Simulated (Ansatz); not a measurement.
Geometry optimisation, UKS PBE0-D4/def2-SVP in Ansatz 0.2.0.

Input:

```yaml
crystal:
  periodic: [false, false, false]
  atoms:
    - { symbol: "N", position_ang: [0.4906, -1.2007, 1.6079] }
    - { symbol: C, position_ang: [0.1632, -0.5055, 0.6739] }
    - { symbol: C, position_ang: [-0.1617, 0.334, -0.4814] }
    - { symbol: O, position_ang: [-1.1195, 0.2769, -1.0731] }
    - { symbol: H, position_ang: [-1.75603, 0.50102, -1.79746] }
magnetization:
  spin_polarized: true
basis:
  gaussian: { orbitals: def2-SVP }
hamiltonian:
  xc: pbe0
  dispersion: d4
relax:
  f_tol: 0.02
  max_steps: 50
```

Run as:

```bash
$ ansatz run input.yaml --threads 1 --pin off --max-ram 2048MiB --backend cpu --events-out ev --progress --plain --runs-dir out
```

**Question.** Where does it end, and by what steps?

**Answer.** It converged. After 12 steps the energy has fallen by 2.354 eV; O4 moved furthest, 0.33 Å. The start is strongly strained (largest force component 15 eV/Å).

| step | energy less start (eV) | largest force component (eV/Å) | accepted |
| --- | --- | --- | --- |
| 0 | 0.0000 | 14.974 | yes |
| 1 | -1.2513 | 3.764 | yes |
| 2 | -1.6686 | 2.389 | yes |
| 3 | -2.0852 | 3.288 | yes |
| 4 | -2.2911 | 1.627 | yes |
| 5 | -2.2433 | 0.514 | no |
| 6 | -2.3013 | 1.069 | yes |
| 7 | -2.3344 | 1.359 | yes |
| 8 | -2.3514 | 0.143 | yes |
| 9 | -2.3521 | 0.120 | yes |
| 10 | -2.3509 | 0.392 | no |
| 11 | -2.3540 | 0.052 | yes |
| 12 | -2.3543 | 0.008 | yes |

```xyz
5
Properties=species:S:1:pos:R:3
N 0.540 -1.094 1.545
C 0.099 -0.526 0.629
C -0.190 0.333 -0.487
O -1.341 0.046 -1.006
H -1.492 0.647 -1.752
```

Whether the end is a true minimum wasn't checked by a vibrational analysis.

The run took 63 s on 1 thread of Arm Neoverse V2, on a shared host, peak memory 0.15 GiB.
